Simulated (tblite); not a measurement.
Species: C₅H₇O (doublet state).
Bonds: C1–O2, O2–C3, C3–C4, C4–C5, C5–C6 (double), C4–C6. Hydrogens: H7, H8, H9 on C1; H10 on C3; H11 on C4; H12 on C5; H13 on C6.
Bond orders are those of one Lewis drawing.

Computed with GFN2-xTB (tblite), gas phase: L-BFGS steps from a force-field or distance-geometry start until the largest atomic force falls under 0.01 eV/Å.

Step 26: E = -493.8952 eV
```
atom  x, y, z in Å  |  force x, y, z in eV/Å
C1     -2.3266   -0.0894   -0.2571    0.031  -0.015  -0.001
O2     -1.0648   -0.6781   -0.4180    0.028  -0.026  -0.022
C3     -0.1014   -0.2980    0.4847   -0.006   0.055  -0.002
C4      1.3114   -0.4994    0.1244   -0.002  -0.008   0.026
C5      2.2285    0.6911    0.0171    0.032   0.004   0.004
C6      1.8925    0.1494   -1.1128   -0.014  -0.008  -0.047
H7     -2.2842    0.9895   -0.4548   -0.016  -0.020   0.004
H8     -2.7159   -0.2443    0.7560    0.003  -0.013  -0.018
H9     -2.9889   -0.5666   -0.9792    0.008   0.021   0.025
H10    -0.3788    0.4482    1.2134   -0.040   0.054   0.031
H11     1.7378   -1.4530    0.4382    0.004  -0.005  -0.018
H12     2.7573    1.4381    0.5572   -0.021  -0.039   0.027
H13     1.9288    0.1130   -2.1727   -0.008   0.000  -0.011
```

Step 27: E = -493.8957 eV
```
atom  x, y, z in Å  |  force x, y, z in eV/Å
C1     -2.3283   -0.0911   -0.2577    0.049  -0.019   0.004
O2     -1.0653   -0.6779   -0.4152    0.049  -0.030  -0.020
C3     -0.1016   -0.2935    0.4860   -0.002   0.059  -0.010
C4      1.3113   -0.4967    0.1241   -0.014  -0.008   0.024
C5      2.2313    0.6917    0.0158    0.015  -0.034  -0.002
C6      1.8929    0.1516   -1.1142   -0.023  -0.024  -0.002
H7     -2.2856    0.9874   -0.4542   -0.023  -0.002  -0.003
H8     -2.7187   -0.2467    0.7543   -0.010  -0.015   0.000
H9     -2.9882   -0.5688   -0.9814    0.008   0.020   0.023
H10    -0.3798    0.4513    1.2166   -0.034   0.040   0.009
H11     1.7352   -1.4525    0.4374    0.000   0.019  -0.029
H12     2.7643    1.4328    0.5582   -0.008  -0.012   0.033
H13     1.9282    0.1129   -2.1735   -0.007   0.007  -0.029
```

Step 28: E = -493.8964 eV
```
atom  x, y, z in Å  |  force x, y, z in eV/Å
C1     -2.3296   -0.0936   -0.2583    0.056  -0.019   0.009
O2     -1.0652   -0.6784   -0.4119    0.058  -0.020  -0.005
C3     -0.1018   -0.2865    0.4873    0.006   0.056  -0.017
C4      1.3108   -0.4931    0.1243   -0.022  -0.001   0.015
C5      2.2354    0.6915    0.0143   -0.007  -0.072  -0.014
C6      1.8931    0.1538   -1.1159   -0.028  -0.033   0.052
H7     -2.2878    0.9846   -0.4535   -0.022   0.014  -0.008
H8     -2.7225   -0.2502    0.7519   -0.017  -0.019   0.017
H9     -2.9871   -0.5713   -0.9837    0.008   0.013   0.015
H10    -0.3817    0.4561    1.2209   -0.024   0.018  -0.023
H11     1.7318   -1.4515    0.4358   -0.006   0.036  -0.035
H12     2.7732    1.4258    0.5598    0.006   0.016   0.036
H13     1.9271    0.1132   -2.1748   -0.007   0.012  -0.041
```

Step 29: E = -493.8972 eV
```
atom  x, y, z in Å  |  force x, y, z in eV/Å
C1     -2.3302   -0.0972   -0.2589    0.045  -0.014   0.013
O2     -1.0640   -0.6793   -0.4077    0.049   0.002   0.016
C3     -0.1020   -0.2756    0.4883    0.012   0.041  -0.021
C4      1.3096   -0.4886    0.1249   -0.021   0.010   0.001
C5      2.2414    0.6898    0.0126   -0.024  -0.092  -0.024
C6      1.8932    0.1554   -1.1176   -0.026  -0.030   0.092
H7     -2.2910    0.9811   -0.4527   -0.015   0.022  -0.010
H8     -2.7278   -0.2552    0.7491   -0.013  -0.021   0.028
H9     -2.9854   -0.5743   -0.9864    0.011   0.000   0.004
H10    -0.3846    0.4626    1.2263   -0.014  -0.002  -0.059
H11     1.7267   -1.4498    0.4335   -0.014   0.036  -0.033
H12     2.7845    1.4168    0.5616    0.017   0.035   0.033
H13     1.9252    0.1148   -2.1765   -0.007   0.013  -0.040
```

Task: Estimate the geometry and energy of step 30. (The exact step hangs on the optimiser's Hessian estimate; all steps are aligned on step 29, rigid shifts and turns removed.)

Result: E = -493.8979 eV, largest force 0.092 eV/Å
```
atom  x, y, z in Å  |  force x, y, z in eV/Å
C1     -2.3301   -0.1010   -0.2592    0.019  -0.002   0.016
O2     -1.0623   -0.6803   -0.4035    0.021   0.023   0.028
C3     -0.1018   -0.2634    0.4881    0.012   0.017  -0.018
C4      1.3079   -0.4843    0.1257   -0.010   0.015  -0.009
C5      2.2478    0.6865    0.0115   -0.024  -0.076  -0.022
C6      1.8934    0.1556   -1.1186   -0.018  -0.013   0.089
H7     -2.2942    0.9778   -0.4521   -0.005   0.016  -0.006
H8     -2.7330   -0.2608    0.7468    0.000  -0.020   0.027
H9     -2.9832   -0.5773   -0.9890    0.019  -0.011  -0.003
H10    -0.3874    0.4690    1.2308   -0.009  -0.007  -0.078
H11     1.7206   -1.4478    0.4310   -0.019   0.016  -0.023
H12     2.7952    1.4088    0.5628    0.021   0.034   0.022
H13     1.9226    0.1178   -2.1781   -0.007   0.009  -0.021
```

The energy changes by -0.0007 eV. The first-order estimate −F·Δx gives -0.0010 eV and the mean of the old and new forces, exact on a quadratic surface, -0.0007 eV. The step makes an angle of 79° with the force vector and moves no atom by more than 0.013 Å.

The cost below is that of the whole relaxation. The run took 0.67 s wall on an Arm Neoverse V1 with one thread, no GPU, shared host.
